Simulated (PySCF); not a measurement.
Cl₂.
InChI=1S/Cl2/c1-2

Computed, not measured: PBE0/6-31+G* geometry optimisation, gas phase (PySCF).

Masses are those of the commonest isotopes; rigid-rotor values at the optimised geometry. 

Task: What are the moment of inertia and the rotational constant?

Result: I = 70.902 u·Å², B = 505379 MHz·u·Å²/I = 7128 MHz (0.2378 cm⁻¹, or 0.342 K as hB/k). For two atoms I = μr² with μ = 17.4844 u and r = 2.0137 Å.

Task: List the first levels of a rigid rotor in a Σ state.

Result: E(J) = BJ(J+1): J = 1: 0.476, J = 2: 1.427, J = 3: 2.853, J = 4: 4.755, J = 5: 7.133, J = 6: 9.986 cm⁻¹.

Task: Has it a pure rotational spectrum?

Result: Not by electric dipole: D∞h allows no dipole (computed 0.00 D). Rotational Raman lines (ΔJ = 2) lie at B(4J + 6), spaced by 4B = 0.951 cm⁻¹, with nuclear-spin weights that differ between even and odd J.

Task: Estimate the classical rotational partition function at 100 K, 200 K and 500 K.

Result: Point group D∞h, symmetry number σ = 2; q = kT/(σhB), k/h = 20836.6 MHz/K: 146 at 100 K, 292 at 200 K, 731 at 500 K.

PBE0/6-31+G* frequencies: not computed here. These are rigid-rotor constants of the computed structure; measured ground-state constants (B0) also hold zero-point vibration.
